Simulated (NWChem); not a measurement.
Molecule: disulfur (S₂, triplet); SMILES S=S

```xyz
2

S      0.0000     0.0000     0.9634
S      0.0000     0.0000    -0.9634
```
Atoms are numbered in this order, from 1.

All runs: NWChem. Spin-unrestricted. Coordinates come from a B3LYP/6-31G* (spherical d), spin-unrestricted optimisation. No stability test was run on the SCF state. Vertical excitations in the gas phase; the lowest state need not have the same character in each row. Excited states of an open shell can be spin-contaminated.

```csv
level,lowest excitation (eV),"lowest empty minus highest occupied level, either spin (eV)"
"PBE/aug-cc-pVDZ, TDA",3.44,1.25
"B3LYP/aug-cc-pVDZ, TDA",3.22,2.90
"LDA (Slater exchange, VWN5)/aug-cc-pVDZ, TDA",?,?
"UHF/aug-cc-pVDZ, CIS",2.65,10.43
```

Question: Some entries are withheld; supply them.

Answer: 
- LDA (Slater exchange, VWN5)/aug-cc-pVDZ, TDA, lowest excitation (eV): 3.55
- LDA (Slater exchange, VWN5)/aug-cc-pVDZ, TDA, lowest empty minus highest occupied level, either spin (eV): 1.04
